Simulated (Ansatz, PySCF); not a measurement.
CH6Si, SMILES C[SiH3]. Atoms are numbered in the order given.

```xyz
8

Si     0.0000     0.0000    -0.6211
C      0.0000     0.0000     1.2551
H     -0.4102    -1.3264    -1.1434
H      1.3538     0.3080    -1.1434
H     -0.9436     1.0184    -1.1434
H     -0.9941    -0.2275     1.6441
H      0.3001     0.9747     1.6440
H      0.6941    -0.7472     1.6441
```

The structure is a stationary point at B3LYP-D3(BJ)/def2-TZVP. The isomer is the one that the SMILES or the coordinates give; other isomers of the formula were not compared.

Two levels are set side by side: PBE-D3(BJ)/def2-TZVP (Ansatz, a first-principles code) and B3LYP-D3(BJ)/def2-TZVP (Ansatz). Each level has its own optimised geometry; the coordinates shown are those of the second. Frequencies come from the Hessian of PySCF at each geometry. Differences are taken from unrounded values.

```json
[
 {"quantity": "mean bond length (Å)", "B3LYP-D3(BJ)": "1.372", "PBE-D3(BJ)": "1.381", "PBE-D3(BJ) minus B3LYP-D3(BJ)": "0.010"},
 {"quantity": "bond Si1–C2 (Å)", "B3LYP-D3(BJ)": "1.876", "PBE-D3(BJ)": "1.882", "PBE-D3(BJ) minus B3LYP-D3(BJ)": "0.005"},
 {"quantity": "bond Si1–H3 (Å)", "B3LYP-D3(BJ)": "1.483", "PBE-D3(BJ)": "1.497", "PBE-D3(BJ) minus B3LYP-D3(BJ)": "0.013"},
 {"quantity": "bond Si1–H4 (Å)", "B3LYP-D3(BJ)": "1.483", "PBE-D3(BJ)": "1.497", "PBE-D3(BJ) minus B3LYP-D3(BJ)": "0.013"},
 {"quantity": "bond Si1–H5 (Å)", "B3LYP-D3(BJ)": "1.483", "PBE-D3(BJ)": "1.497", "PBE-D3(BJ) minus B3LYP-D3(BJ)": "0.013"},
 {"quantity": "bond C2–H6 (Å)", "B3LYP-D3(BJ)": "1.092", "PBE-D3(BJ)": "1.099", "PBE-D3(BJ) minus B3LYP-D3(BJ)": "0.008"},
 {"quantity": "bond C2–H7 (Å)", "B3LYP-D3(BJ)": "1.092", "PBE-D3(BJ)": "1.099", "PBE-D3(BJ) minus B3LYP-D3(BJ)": "0.008"},
 {"quantity": "bond C2–H8 (Å)", "B3LYP-D3(BJ)": "1.092", "PBE-D3(BJ)": "1.099", "PBE-D3(BJ) minus B3LYP-D3(BJ)": "0.008"},
 {"quantity": "highest harmonic wavenumber (cm⁻¹)", "B3LYP-D3(BJ)": "3107", "PBE-D3(BJ)": "3061", "PBE-D3(BJ) minus B3LYP-D3(BJ)": "-46"},
 {"quantity": "mean harmonic wavenumber (cm⁻¹)", "B3LYP-D3(BJ)": "1485", "PBE-D3(BJ)": "1443", "PBE-D3(BJ) minus B3LYP-D3(BJ)": "-42"},
 {"quantity": "zero-point energy (kcal/mol)", "B3LYP-D3(BJ)": "38.20", "PBE-D3(BJ)": "37.12", "PBE-D3(BJ) minus B3LYP-D3(BJ)": "-1.08"}
]
```

Exact exchange shortens and stiffens bonds; PBE has none. Differences between two approximate levels are no errors against the true value.
